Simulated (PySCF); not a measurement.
hydrogen sulfide cation (H2S), SMILES S (connectivity only; charge and spin as stated), charge +1, multiplicity 2. Geometry optimised at PBE-D3(BJ)/def2-TZVPD. The multiplicity is an assumed one; other spin states were not compared.

Method: PBE-D3(BJ)/def2-TZVPD (PySCF 2.14.0).

Harmonic wavenumbers (cm⁻¹): 1141, 2495, 2498. Rotational constants (GHz): 292.8, 255.0, 136.3; symmetry number 2.

Task: Work out the zero-point energy and the ideal-gas rigid-rotor harmonic-oscillator thermochemistry at 298.15 K and 1 atm.

Result: ZPE = ½ Σ hcν = ½ × 6134 cm⁻¹ = 36.69 kJ/mol. H − E(el) = 46.66 kJ/mol. Entropy in J/(mol K): translation 152.75, rotation 53.32, vibration 0.22, spin 5.76, total 212.06. G − E(el) = -16.56 kJ/mol. Cp = 34.30 J/(mol K).
